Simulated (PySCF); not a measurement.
Computed with PySCF and rigid-rotor harmonic-oscillator thermochemistry at 1 bar. The comparison is the NASA 1993 polynomial table, which mixes measured and estimated data. All species are closed-shell singlets. The harmonic model lacks anharmonicity and excited electronic states, which grow with temperature; levels with a mode under 35 cm⁻¹ are left out.

Harmonic frequencies at PBE/def2-SVP (cm⁻¹): 2394. Point group D∞h; S°(298 K) = 191.8 J/mol/K at this level.

Problem. Work out Cp and S° of gaseous N2 at 500, 800, 1200, 1600, 2000 K from these, and set them beside the table.

Solution. 
| T (K) | Cp PBE/def2-SVP | Cp table | S° PBE/def2-SVP | S° table |
|---|---|---|---|---|
| 500 | 29.5 | 29.6 | 206.9 | 206.7 |
| 800 | 31.2 | 31.4 | 221.1 | 221.0 |
| 1200 | 33.5 | 33.6 | 234.2 | 234.2 |
| 1600 | 34.8 | 35.1 | 244.1 | 244.1 |
| 2000 | 35.6 | 36.0 | 251.9 | 252.0 |
Units J/mol/K.
